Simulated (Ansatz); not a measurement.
# Rock-salt TiC

Level of theory: HSE06-D3(BJ) (PAW; Ansatz, a first-principles code).

Settings: plane-wave cutoff 460 eV, 12×12×12 k mesh, Fermi–Dirac smearing 0.05 eV, no spin polarisation, scalar-relativistic PAW data made under PBE.

Cell: relaxed at this level.

For rock-salt TiC, the volume per atom is 9.64 Å³/atom. The bulk modulus is 295 GPa and the equilibrium lattice constant a comes out as 4.256 Å. The pressure derivative B′ of the bulk modulus is 3.9.

Measured, for comparison: equilibrium volume per atom 10.15 Å³/atom, lattice constant a 4.33 Å (temperature not stated, no zero-point or thermal correction; as tabulated in Zhang et al. (2018), doi:10.1088/1367-2630/aac7f0); bulk modulus 240 GPa (temperature not stated, no zero-point or thermal correction, our sources range from 235 to 268; as tabulated in Krasnenko and Brik (2013), arXiv:1306.3139). Computed (rounded) less measured: equilibrium volume per atom -5.0 %, bulk modulus not scored (sources differ), lattice constant a -1.7 %. A static lattice is as a rule a little smaller and stiffer than an uncorrected measurement, which narrows the difference in the lattice constant a and would widen misses of the other sign.

The computed numbers hold no vibrational or temperature effects.
